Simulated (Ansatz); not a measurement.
BH₅OSi (`B[SiH2]O`), one more setting.

```yaml
crystal:
  periodic: [false, false, false]
  atoms:
    - {symbol: B, position_ang: [-1.164908, 0.758963, -1.006365]}
    - {symbol: Si, position_ang: [0.774658, 0.083038, 0.429505]}
    - {symbol: O, position_ang: [0.524778, -1.633319, 1.556408]}
    - {symbol: H, position_ang: [-2.328987, -0.130434, -1.313156]}
    - {symbol: H, position_ang: [-1.153427, 2.107792, -1.655244]}
    - {symbol: H, position_ang: [1.206520, 1.408120, 1.658036]}
    - {symbol: H, position_ang: [2.220892, -0.084954, -0.751081]}
    - {symbol: H, position_ang: [0.035598, -2.580583, 1.012146]}
basis:
  gaussian: {orbitals: "6-31++G**", final_grid: {core_spheres: 20, valence_spheres: 16, degree: 47}}
total_charge: -1
magnetization: {spin_polarized: true, initial_magnetization: 1}
hamiltonian: {xc: {name: rPW86-PBE}, dispersion: rvv10, pseudopotentials: {relativity: none}}
output: {forces: true}
```

```sh
$ ansatz run in.yaml --threads 2 --pin off --events-out ev --progress --plain --max-ram 4352MiB
```

It prints (some lines left out):

```
Functional definition: rPW86-PBE+rVV10
878 factors; their error is unknown
mean field evaluation 1: about -10684.6276 eV, gradient 2.1e1 eV
mean field evaluation 2: about -10650.0965 eV, gradient 5.3e1 eV
mean field evaluation 4: about -10688.2917 eV, gradient 9.1e0 eV
mean field evaluation 8: about -10688.7083 eV, gradient 6.7e-1 eV
mean field evaluation 16: about -10688.6603 eV, gradient 1.3e-3 eV
mean field -10688.66025510 eV, -392.8010193406 hartree, gradient 2.7e-6 eV, S^2 0.756899; 5 other end points of the search recorded, 0 dependent functions left out
reference -10688.66040949 eV, -392.8010250145 hartree; 17, 16 occupied and 74, 75 virtual orbitals, 878 factors
Total energy: -10688.66040949 eV, -392.8010250145 hartree
Atom 0 at    -1.164908     0.758963    -1.006365 Å, force    -0.675256     0.146815    -0.917670 eV/Å
Atom 1 at     0.774658     0.083038     0.429505 Å, force    -0.945460    -0.000925    -0.691871 eV/Å
Atom 2 at     0.524778    -1.633319     1.556408 Å, force    -1.262777    -1.716425    -3.042744 eV/Å
Atom 3 at    -2.328987    -0.130434    -1.313156 Å, force     2.494408     1.713000     0.817731 eV/Å
Atom 4 at    -1.153427     2.107792    -1.655244 Å, force     0.122474    -2.669580     1.559757 eV/Å
Atom 5 at     1.206520     1.408120     1.658036 Å, force    -0.189363    -1.871294    -1.398177 eV/Å
Atom 6 at     2.220892    -0.084954    -0.751081 Å, force    -1.569577     0.058553     1.861683 eV/Å
Atom 7 at     0.035598    -2.580583     1.012146 Å, force     2.025551     4.339856     1.811290 eV/Å
Dipole moment:     0.543471    -0.625301     0.452066 e Å
```

Run time 9.5 s (2 threads of an Arm Neoverse V2 on a shared host); peak host memory 0.34 GiB.
